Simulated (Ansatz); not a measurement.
**SiH2, singlet in cc-pVTZ: errors against full CI**

Geometry: a PBE0/def2-TZVP stationary point for this spin, not checked as a minimum.

```xyz
3

Si    0.0000   -0.0715    0.0000
H     0.0000    0.9958   -1.0900
H     0.0000    0.9958    1.0900
```

Basis cc-pVTZ; Ansatz 0.2.0. Only valence electrons are correlated (noble-gas cores frozen), which leaves 6 electrons in 57 orbitals. Prefix R: restricted or restricted open-shell reference; prefix U: unrestricted. Active spaces: valence = (6e, 6o) chosen from the atoms' valence shells.

Full CI is exact within this basis and frozen core; it isn't the basis-set limit. The frozen core follows each run's orbitals, which can shift R against U totals by a few meV.

- UHF ⟨S²⟩: 0.413
- T1 diagnostic (RCCSD): 0.0139
- largest doubles amplitude (RCCSD): 0.102

```tsv
level	E − E(RHF) (eV)
RMP2	-2.9759
RCCSD	-3.7230
RCCSD(T)	-3.8239
```

Problem. Estimate how far full CI in cc-pVTZ lies from RCCSD(T). The table doesn't fix it; the size of (T) and the diagnostics are the guide.

Solution. Full CI in cc-pVTZ lies 2.5 kJ/mol below RCCSD(T), which is 26 % of the (T) step (-9.7 kJ/mol). RHF is unstable towards spin polarisation, and the rest is a large part of (T).

The other levels:

```
                   level  E − E(full CI) (kJ/mol)  share of correlation (%)     wall time
                    CISD                     28.9                     92.21        0.78 s
                 BCCD(T)                      2.5                     99.33        0.54 s
                  RCCSDT                      0.5                     99.88             –
               RCCSDT(Q)                      0.1                     99.98         5.5 s
                 RCCSDTQ                      0.0                    100.00  4.2 s (H100)
  CASSCF (valence space)                    237.2                     36.13             –
  NEVPT2 (valence space)                     75.2                     79.75        0.72 s
  MRCISD (valence space)                     13.8                     96.28             –
MRCISD+Q (valence space)                      2.5                     99.33         1.3 s
```

The correlation energy at full CI, counted from RHF, is -3.850 eV. That run took 13 s on 2 threads of AMD EPYC 7R13 with a shared H100 80 GB, shared host over 214,268,028 determinants.

Run but not shown, since their state or frozen core can't be matched to the reference's or they repeat it: UHF, UMP2, UCCSD, UCCSD(T), UCCSDT, UCCSDT(Q).

Times hold each run's SCF and search for its determinant on a shared host, so for small cases they say little of a method's own cost; rows without a card ran on 1 thread of AMD EPYC 7R13.

The full-CI state has the irrep A1 of C2v, in the program's axes.

Natural occupations of full CI about the gap: 1.955 1.940 1.883 0.070 0.042 0.024 0.017 0.011 0.011 0.009; effectively unpaired electrons, Σ n²(2−n)², 0.10.

Atomization energy (electronic, same basis, no zero-point term; atoms at the same level, unrestricted beside the R rows where the molecule is a closed shell, with restricted open-shell steps beyond CCSDT(Q)) at full CI: 625.1 kJ/mol. Errors of other levels:

| level | error (kJ/mol) |
| --- | --- |
| RHF | -167.9 |
| RMP2 | -28.0 |
| CISD | -20.1 |
| RCCSD | -3.7 |
| RCCSD(T) | -0.4 |
| BCCD(T) | -0.2 |
| RCCSDT | -0.3 |
| RCCSDT(Q) | 0.0 |
| RCCSDTQ | 0.0 |
| CASSCF (valence space) | -57.4 |
| NEVPT2 (valence space) | -32.0 |
| MRCISD (valence space) | -5.8 |
| MRCISD+Q (valence space) | -4.7 |

This basis is far from its limit, so the value isn't to be set against a measured one. Truncated CI isn't size-consistent, which counts against it in atomization.
